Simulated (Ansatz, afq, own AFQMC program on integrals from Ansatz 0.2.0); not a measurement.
AFQMC on a folder of integrals that Ansatz 0.2.0 wrote.

```yaml
crystal:
  periodic: [false, false, false]
  atoms:
    - {symbol: Si, position_ang: [-0.980436, 0.019286, 0.000000]}
    - {symbol: H, position_ang: [-1.475308, 1.418994, 0.000000]}
    - {symbol: H, position_ang: [-1.475307, -0.680568, 1.212183]}
    - {symbol: H, position_ang: [-1.475308, -0.680568, -1.212182]}
    - {symbol: H, position_ang: [0.504179, 0.019286, 0.000000]}
    - {symbol: O, position_ang: [1.836564, 0.019286, -0.000001]}
    - {symbol: H, position_ang: [2.088423, -0.920664, -0.000001]}
basis:
  gaussian: {orbitals: cc-pVDZ}
magnetization: {spin_polarized: true, initial_magnetization: 1}
correlation: {method: ccsd_t, electrons: outside_noble_gas, hamiltonian_folder: ham}
```

```sh
$ ansatz run in.yaml --threads 1 --pin off --events-out ev --progress --plain --max-ram 24576MiB --backend cuda --devices 0, --max-vram 18GiB
```

Options of the walk:

```
--method phaseless --trial cisd --walkers 4000 --populations 20 --least-time 60 --time-step 0.005 --steps-per-block 50 --equilibration-blocks 28 --max-blocks 4000 --target-error 0.00023 --factor-cut 1e-05 --start spin_pure --seed 2382 --release-times 0.24,0.51,0.99,1.5 --release-step 0.03 --release-every 4 --taylor-order 6
```

Times are imaginary, in 1/Eh. The walk had a cap of 123 s. With eight or more populations the least sampling time is a fifth of least-time, and the error comes from their spread.

Output of the walk:

```
orbitals 51  electrons 8 7  factors 388 of 526
reference energy -366.59980984 Eh
CCSD correlation -0.33441854 Eh in 13 cycles, weight of the determinant in the CISD state 0.8658
energy of the start -366.933256 Eh
 block  time / (1/Eh)  mean weight  energy / Eh
     1     0.250  1.0001  -366.928008
     2     0.500  1.0003  -366.931224
     3     0.750  0.9997  -366.934390
     4     1.000  1.0003  -366.936574
     5     1.250  1.0001  -366.938289
    12     3.000  1.0000  -366.941241
    19     4.750  0.9998  -366.941391
    26     6.500  0.9998  -366.941814
    33     8.250  0.9994  -366.942152
    40    10.000  1.0000  -366.942233
    47    11.750  0.9995  -366.941113
    54    13.500  0.9999  -366.942154
    56    14.000  0.9999  -366.943949
    61    15.250  1.0001  -366.942205
    68    17.000  1.0000  -366.940783
    75    18.750  1.0001  -366.942407
    78    19.500  0.9997  -366.941788
error from the spread of 20 populations
released: time / (1/Eh)  energy / Eh  error  mean overlap
  0.24  -366.942333  0.000137  0.9993
  0.51  -366.942338  0.000163  0.9990
  0.99  -366.942608  0.000129  0.9902
  1.50  -366.942612  0.000163  0.9924
energy -366.942098 +/- 0.000151 Eh
(rows thinned)
```

The run passed its tests (sampling time, drift between the halves within three errors, error under three times the target), which doesn't prove that it has relaxed.

Against this walk (error 4.1 meV) on the same determinant: CCSD(T) 37.6 meV higher, CCSDT(Q) 6.2 meV lower (within the noise). The error is statistical and leaves out the bias of the constraint. Released to 1.50 1/Eh the energy lies 14 ± 6 meV (both errors) below the phaseless value, which shows part or all of the bias of the constraint, and CCSDT(Q) lies 7.7 meV above the released value.

Cautions: constraint bias not in the error.

The walk took 99 s on 1 × NVIDIA H100 80GB HBM3 with 2 threads of AMD EPYC 7R13 Processor (Zen 3), on a shared host (the card was shared). The log's last line is the phaseless energy.

CCSDT and higher add their correlation energy to the determinant of the CCSD(T) run, since their own runs factorise the integrals more tightly (a shift of under 2 meV). A walk keeps the symmetry of its determinant, which the program's search chose and which needn't be the lowest solution, so a lower state of the same spin and another symmetry isn't excluded.
